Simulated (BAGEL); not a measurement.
**BNH4 (SMILES BN): CASCI(10 orbitals)/6-31G(d) (DKH2, density fitting with tzvpp-jkfit, spherical functions, 4 roots)**

What is the energy difference between two shapes of BNH4 at CASCI(10 orbitals)/6-31G* (DKH2, density fitting with tzvpp-jkfit, spherical functions, 4 roots)? 

The calculation is run with BAGEL 1.2.2.

7 further runs of the same task are left out: 6 that didn't finish, 1 set aside as unsound or not needed.

## (1) The system as given

BNH4: 6 atoms, total charge 0, spin state singlet. SMILES: `BN`. The coordinates come from a PBE0-D4/def2-TZVP relaxation.

Bond lengths: B1–N2 1.385 Å, B1–H3 1.197 Å, B1–H4 1.197 Å, N2–H5 1.006 Å, N2–H6 1.006 Å. Angles: B1–N2–H5 123.2°, B1–N2–H6 123.2°, N2–B1–H3 119.0°, N2–B1–H4 119.0°, H5–N2–H6 113.5°, H3–B1–H4 122.0°.

## (2) A single-point energy at CASCI(10 orbitals)/6-31G(d) (DKH2, density fitting with tzvpp-jkfit, spherical functions, 4 roots)

Contents of input.json:

```json
{ "bagel" : [

{
  "title" : "molecule",
  "basis" : "6-31gs.json",
  "df_basis" : "tzvpp-jkfit",
  "angstrom" : true,
  "dkh" : true,
  "finite_nucleus" : true,
  "geometry" : [
    { "atom" : "B", "xyz" : [      -0.128200,      -0.679600,      -0.025600 ] },
    { "atom" : "N", "xyz" : [       0.146100,       0.677400,       0.010800 ] },
    { "atom" : "H", "xyz" : [       0.225800,      -1.368000,       0.887500 ] },
    { "atom" : "H", "xyz" : [      -0.712000,      -1.128700,      -0.969200 ] },
    { "atom" : "H", "xyz" : [      -0.121600,       1.313700,      -0.720800 ] },
    { "atom" : "H", "xyz" : [       0.632000,       1.121400,       0.771300 ] }
  ]
},

{
  "title" : "hf"
},

{
  "title" : "fci",
  "nstate" : 4,
  "ncore" : 5,
  "norb" : 10
}

]}
```

The basis set 6-31G* is read from a file made from the Basis Set Exchange's data (not shown).

Started as:

```sh
$ BAGEL_NUM_THREADS=1 BAGEL input.json > input.out
```

The log of the run:

```text
* using 1 threads per process

  ===============================================================
  ===============================================================

  *** Geometry ***

  { "atom" : "B", "xyz" : [     -0.242263,     -1.284258,     -0.048377 ] },
  { "atom" : "N", "xyz" : [      0.276089,      1.280100,      0.020409 ] },
  { "atom" : "H", "xyz" : [      0.426700,     -2.585145,      1.677132 ] },
  { "atom" : "H", "xyz" : [     -1.345485,     -2.132934,     -1.831523 ] },
  { "atom" : "H", "xyz" : [     -0.229791,      2.482533,     -1.362115 ] },
  { "atom" : "H", "xyz" : [      1.194307,      2.119139,      1.457546 ] },

  Number of auxiliary basis functions:      224

  Since a DF basis is specified, we compute 2- and 3-index integrals:
    o Being stored without compression. Storage requirement is 0.002 GB

  Number of basis functions:       36
  Number of electrons      :       16

    * METHOD: MOLECULE                             0.03

  *** RHF ***

  === Nuclear Repulsion ===
    32.3160930479

      * DIIS with orbital gradients will be used.

  === RHF iteration (6-31gs.json) ===
      0        -81.31395854          0.03737509           0.00
      1        -81.40529124          0.01930402           0.00
      2        -81.43666692          0.00278162           0.00
      3        -81.43746554          0.00042764           0.00
      4        -81.43748228          0.00005492           0.00
      5        -81.43748286          0.00000880           0.00
      6        -81.43748288          0.00000215           0.00
      7        -81.43748288          0.00000044           0.00
      8        -81.43748288          0.00000014           0.00
      9        -81.43748288          0.00000004           0.00
     10        -81.43748288          0.00000001           0.00
    * SCF iteration converged.

    * Permanent dipole moment:
           (   -0.144378,    -0.714937,    -0.019153) a.u.

    * METHOD: HF                                   0.05

  ---------------------------
        FCI calculation
  ---------------------------

  Performs exactly the same way as Knowles & Handy 1984 CPL

  o alpha-beta strings
      length:           240
  o size of the space
      determinant space:  14400
      spin-adapted space: 4950

  o single displacement lists (alpha)
      length:          2880
  o single displacement lists (beta)
      length:          2880
 Constructing space of all determinants that can formed by removing 1 electron from 3 alpha and 3 beta electrons.

 Space is made up of 4 determinants.
  o forming links

     guess   0:   closed 111.......           open ..........
     guess   1:   closed 1.1.......           open .1.1......
     guess   2:   closed 11........           open ..11......
     guess   3:   closed 11........           open ..1.1.....

  === FCI iteration ===

      0  0       -81.43748288     1.23e-03      0.02
      0  1       -81.11239310     1.06e-03      0.00
      0  2       -81.06873221     1.39e-03      0.00
      0  3       -81.04735983     1.93e-03      0.00

      1  0       -81.45486860     2.61e-04      0.02
      1  1       -81.12970242     2.14e-04      0.00
      1  2       -81.10930661     6.71e-04      0.00
      1  3       -81.09354336     3.72e-04      0.00

      2  0       -81.45541633     4.46e-05      0.02
      2  1       -81.13023486     3.76e-05      0.00
      2  2       -81.11400874     1.62e-04      0.00
      2  3       -81.09489107     8.71e-05      0.00

      3  0       -81.45542955     8.13e-06      0.02
      3  1       -81.13026230     1.52e-05      0.00
      3  2       -81.11422533     3.46e-05      0.00
      3  3       -81.09498892     3.10e-05      0.00

      4  0       -81.45543001     1.54e-06      0.02
      4  1       -81.13026519     3.69e-06      0.00
      4  2       -81.11423575     8.17e-06      0.00
      4  3       -81.09500645     1.47e-05      0.00

      5  0       -81.45543003     2.87e-07      0.02
      5  1       -81.13026539     1.20e-06      0.00
      5  2       -81.11423635     1.81e-06      0.00
      5  3       -81.09500895     4.47e-06      0.00

      6  0       -81.45543003     4.83e-08      0.02
      6  1       -81.13026541     2.93e-07      0.00
      6  2       -81.11423639     5.55e-07      0.00
      6  3       -81.09500916     1.28e-06      0.00

      7  0       -81.45543003     8.12e-09      0.02
      7  1       -81.13026541     7.31e-08      0.00
      7  2       -81.11423639     1.74e-07      0.00
      7  3       -81.09500918     3.68e-07      0.00

      8  0       -81.45543003     1.50e-09      0.02
      8  1       -81.13026541     1.67e-08      0.00
      8  2       -81.11423640     4.36e-08      0.00
      8  3       -81.09500918     1.30e-07      0.00

      9  0       -81.45543003     2.69e-10      0.02
      9  1       -81.13026541     4.79e-09      0.00
      9  2       -81.11423640     9.45e-09      0.00
      9  3       -81.09500918     3.96e-08      0.00

     10  0 *     -81.45543003     4.97e-11      0.02
     10  1       -81.13026541     9.65e-10      0.00
     10  2       -81.11423640     2.24e-09      0.00
     10  3       -81.09500918     1.08e-08      0.00

     11  0 *     -81.45543003     4.22e-11      0.02
     11  1       -81.13026541     1.92e-10      0.00
     11  2       -81.11423640     5.13e-10      0.00
     11  3       -81.09500918     3.57e-09      0.00

     12  0 *     -81.45543003     4.17e-11      0.02
     12  1 *     -81.13026541     3.74e-11      0.00
     12  2       -81.11423640     1.16e-10      0.00
     12  3       -81.09500918     1.04e-09      0.00

     13  0 *     -81.45543003     4.16e-11      0.01
     13  1 *     -81.13026541     3.69e-11      0.00
     13  2 *     -81.11423640     2.74e-11      0.00
     13  3       -81.09500918     2.96e-10      0.00

     14  0 *     -81.45543003     4.16e-11      0.01
     14  1 *     -81.13026541     3.69e-11      0.00
     14  2 *     -81.11423640     2.73e-11      0.00
     14  3 *     -81.09500918     6.19e-11      0.00

     * ci vector, state   0, <S^2> = 0.0000
       222.......    -0.9915591944
       22.2......     0.0659117407

     * ci vector, state   1, <S^2> = -0.0000
       2a2b......     0.6984405644
       2b2a......     0.6984405644
       ab2b..a...     0.0587061767
       ba2a..b...     0.0587061767

     * ci vector, state   2, <S^2> = -0.0000
       22ab......     0.6716689971
       22ba......     0.6716689971
       22.2......    -0.2462044056
       222.......    -0.0550630508
       b22....a..    -0.0533315415
       a22....b..    -0.0533315415

     * ci vector, state   3, <S^2> = 0.0000
       22a.b.....     0.6947321939
       22b.a.....     0.6947321939
       22.ab.....    -0.0610960509
       22.ba.....    -0.0610960509

    * METHOD: FCI                                  0.30

  ===============================================================
```

It took 0.66 s on 1 thread of Intel Xeon 6975P-C (Granite Rapids), shared host.

The roots found:

```
excited state  energy (eV)
            1        8.848
            2        9.284
            3        9.808
```

## (3) The distorted shape

Contents of calc.json:

```json
{ "bagel": [

{
  "title": "molecule",
  "basis": "6-31gs.json",
  "df_basis": "tzvpp-jkfit",
  "angstrom": "true",
  "dkh": "true",
  "finite_nucleus": "true",
  "geometry": [
    { "atom": "B", "xyz": [   -0.011295,   -0.738567,    0.066786 ] },
    { "atom": "N", "xyz": [    0.164395,    0.696196,    0.014468 ] },
    { "atom": "H", "xyz": [    0.348049,   -1.325415,    0.825332 ] },
    { "atom": "H", "xyz": [   -0.696738,   -1.198778,   -1.011492 ] },
    { "atom": "H", "xyz": [   -0.099431,    1.234628,   -0.640891 ] },
    { "atom": "H", "xyz": [    0.513709,    1.257844,    0.745810 ] }
  ]
},
{ "title": "hf" },
{ "title": "fci", "nstate": 4, "ncore": 5, "norb": 10 }

]}
```

The basis set 6-31G* is read from a file made from the Basis Set Exchange's data (not shown).

Started as:

```sh
$ BAGEL_NUM_THREADS=1 BAGEL calc.json > calc.out
```

The log of the run:

```text
* using 1 threads per process

  ===============================================================
  ===============================================================

  *** Geometry ***

  { "atom" : "B", "xyz" : [     -0.021344,     -1.395689,      0.126207 ] },
  { "atom" : "N", "xyz" : [      0.310662,      1.315620,      0.027341 ] },
  { "atom" : "H", "xyz" : [      0.657717,     -2.504671,      1.559651 ] },
  { "atom" : "H", "xyz" : [     -1.316644,     -2.265362,     -1.911443 ] },
  { "atom" : "H", "xyz" : [     -0.187897,      2.333109,     -1.211108 ] },
  { "atom" : "H", "xyz" : [      0.970769,      2.376981,      1.409377 ] },

  Number of auxiliary basis functions:      224

  Since a DF basis is specified, we compute 2- and 3-index integrals:
    o Being stored without compression. Storage requirement is 0.002 GB

  Number of basis functions:       36
  Number of electrons      :       16

    * METHOD: MOLECULE                             0.03

  *** RHF ***

  === Nuclear Repulsion ===
    32.3850233995

      * DIIS with orbital gradients will be used.

  === RHF iteration (6-31gs.json) ===
      0        -81.25933961          0.03769734           0.00
      1        -81.35662936          0.01990454           0.00
      2        -81.39049506          0.00272150           0.00
      3        -81.39132962          0.00040222           0.00
      4        -81.39134624          0.00006445           0.00
      5        -81.39134715          0.00001374           0.00
      6        -81.39134720          0.00000446           0.00
      7        -81.39134720          0.00000117           0.00
      8        -81.39134720          0.00000027           0.00
      9        -81.39134720          0.00000005           0.00
     10        -81.39134720          0.00000001           0.00
     11        -81.39134720          0.00000000           0.00
    * SCF iteration converged.

    * Permanent dipole moment:
           (   -0.141258,    -0.606272,    -0.236307) a.u.

    * METHOD: HF                                   0.05

  ---------------------------
        FCI calculation
  ---------------------------

  Performs exactly the same way as Knowles & Handy 1984 CPL

  o alpha-beta strings
      length:           240
  o size of the space
      determinant space:  14400
      spin-adapted space: 4950

  o single displacement lists (alpha)
      length:          2880
  o single displacement lists (beta)
      length:          2880
 Constructing space of all determinants that can formed by removing 1 electron from 3 alpha and 3 beta electrons.

 Space is made up of 4 determinants.
  o forming links

     guess   0:   closed 111.......           open ..........
     guess   1:   closed 1.1.......           open .1.1......
     guess   2:   closed 11........           open ..11......
     guess   3:   closed 11........           open ..1.1.....

  === FCI iteration ===

      0  0       -81.39134720     1.24e-03      0.02
      0  1       -81.08157266     1.14e-03      0.00
      0  2       -81.02190384     1.96e-03      0.00
      0  3       -81.01075135     1.49e-03      0.00

      1  0       -81.40946851     2.77e-04      0.02
      1  1       -81.10545405     3.42e-04      0.00
      1  2       -81.08330281     6.99e-04      0.00
      1  3       -81.04086933     5.42e-04      0.00

      2  0       -81.41013517     5.85e-05      0.02
      2  1       -81.10689617     1.05e-04      0.00
      2  2       -81.08935151     2.09e-04      0.00
      2  3       -81.04446289     1.77e-04      0.00

      3  0       -81.41016063     1.10e-05      0.02
      3  1       -81.10700962     2.82e-05      0.00
      3  2       -81.08985322     6.47e-05      0.00
      3  3       -81.04493823     7.81e-05      0.00

      4  0       -81.41016152     2.00e-06      0.02
      4  1       -81.10701803     7.58e-06      0.00
      4  2       -81.08990059     2.00e-05      0.00
      4  3       -81.04507081     4.75e-05      0.00

      5  0       -81.41016155     3.61e-07      0.02
      5  1       -81.10701868     2.01e-06      0.00
      5  2       -81.08990542     6.08e-06      0.00
      5  3       -81.04510194     1.67e-05      0.00

      6  0       -81.41016155     6.83e-08      0.02
      6  1       -81.10701873     6.26e-07      0.00
      6  2       -81.08990583     1.66e-06      0.00
      6  3       -81.04510498     4.93e-06      0.00

      7  0       -81.41016155     1.20e-08      0.02
      7  1       -81.10701874     1.87e-07      0.00
      7  2       -81.08990586     4.72e-07      0.00
      7  3       -81.04510530     1.84e-06      0.00

      8  0       -81.41016155     2.22e-09      0.02
      8  1       -81.10701874     5.16e-08      0.00
      8  2       -81.08990587     1.55e-07      0.00
      8  3       -81.04510534     6.62e-07      0.00

      9  0       -81.41016155     4.18e-10      0.02
      9  1       -81.10701874     1.46e-08      0.00
      9  2       -81.08990587     4.45e-08      0.00
      9  3       -81.04510535     2.37e-07      0.00

     10  0 *     -81.41016155     7.49e-11      0.02
     10  1       -81.10701874     4.12e-09      0.00
     10  2       -81.08990587     1.21e-08      0.00
     10  3       -81.04510535     8.26e-08      0.00

     11  0 *     -81.41016155     6.96e-11      0.02
     11  1       -81.10701874     1.08e-09      0.00
     11  2       -81.08990587     3.24e-09      0.00
     11  3       -81.04510535     2.82e-08      0.00

     12  0 *     -81.41016155     6.90e-11      0.02
     12  1       -81.10701874     2.63e-10      0.00
     12  2       -81.08990587     8.27e-10      0.00
     12  3       -81.04510535     8.41e-09      0.00

     13  0 *     -81.41016155     6.83e-11      0.02
     13  1 *     -81.10701874     6.10e-11      0.00
     13  2       -81.08990587     1.98e-10      0.00
     13  3       -81.04510535     2.24e-09      0.00

     14  0 *     -81.41016155     6.78e-11      0.01
     14  1 *     -81.10701874     3.57e-11      0.00
     14  2 *     -81.08990587     4.69e-11      0.00
     14  3       -81.04510535     5.56e-10      0.00

     15  0 *     -81.41016155     6.72e-11      0.01
     15  1 *     -81.10701874     3.40e-11      0.00
     15  2 *     -81.08990587     4.04e-11      0.00
     15  3       -81.04510535     1.36e-10      0.00

     16  0 *     -81.41016155     6.72e-11      0.01
     16  1 *     -81.10701874     3.39e-11      0.00
     16  2 *     -81.08990587     3.99e-11      0.00
     16  3 *     -81.04510535     3.59e-11      0.00

     * ci vector, state   0, <S^2> = -0.0000
       222.......    -0.9905636791
       22.2......     0.0625629924

     * ci vector, state   1, <S^2> = -0.0000
       2a2b......     0.5103460314
       2b2a......     0.5103460314
       22ba......     0.4618768396
       22ab......     0.4618768396
       22.2......    -0.0961998388
       2.2b.a....    -0.0567028351
       2.2a.b....    -0.0567028351
       a22b......    -0.0512805691
       b22a......    -0.0512805691

     * ci vector, state   2, <S^2> = -0.0000
       22ba......    -0.4869824858
       22ab......    -0.4869824858
       2a2b......     0.4641298248
       2b2a......     0.4641298248
       22.2......     0.2154214461
       222.......     0.0527622151

     * ci vector, state   3, <S^2> = -0.0000
       22b.a.....    -0.6761939721
       22a.b.....    -0.6761939721
       2b2.a.....     0.1258984022
       2a2.b.....     0.1258984022
       22b..a....     0.0857695183
       22a..b....     0.0857695183
       22.ba.....     0.0612470316
       22.ab.....     0.0612470316
       a22b......    -0.0575225722
       b22a......    -0.0575225722

    * METHOD: FCI                                  0.33

  ===============================================================
```

Wall time 0.68 s (1 thread of Intel Xeon 6975P-C (Granite Rapids), shared host).

The roots found:

```
excited state  energy (eV)
            1        8.249
            2        8.715
            3        9.934
```

## (4) What came out

Level: CASCI(10 orbitals)/6-31G* (DKH2, density fitting with tzvpp-jkfit, spherical functions, 4 roots), 5 inactive orbitals.

```
                                        quantity         value
    first shape: energy of the lowest of 4 roots  -81.45543 Eh
           first shape: lowest excitation energy       8.85 eV
distorted shape: energy of the lowest of 4 roots  -81.41016 Eh
       distorted shape: lowest excitation energy       8.25 eV
          energy change with the atoms displaced      1.232 eV
```

What this shows: With the atoms displaced the energy rises by 1.23 eV (28 kcal/mol). The first shape isn't relaxed at this level, so the change isn't measured from a minimum. The basis has no diffuse functions, so Rydberg states are missing or pushed up, and the true lowest state may lie lower.
